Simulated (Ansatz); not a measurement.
## bcc Na

Level of theory: HSE06 in Ansatz (PAW).

Run with plane-wave cutoff 460 eV, 10×10×10 k mesh, Fermi–Dirac smearing 0.05 eV, scalar-relativistic PAW data made under PBE.

Cell (relaxed at this level):

```xyz
1
Lattice="-2.1127 2.1127 2.1127 2.1127 -2.1127 2.1127 2.1127 2.1127 -2.1127" Properties=species:S:1:pos:R:3 pbc="T T T"
Na     0.0000     0.0000     0.0000
```

```json
{
  "bulk modulus B0": "7.53 GPa",
  "pressure derivative B′ of the bulk modulus": "3.7"
}
```

Measured, for comparison: bulk modulus 7.9 GPa (0 K value with the zero-point phonon effect removed, our sources range from 7.63 to 7.91; as tabulated in Mejia-Rodriguez and Trickey (2018), arXiv:1807.09216). Computed (rounded) less measured: bulk modulus -5 % (-1 % to -5 % over the range).

Ansatz is a program for electronic structure.
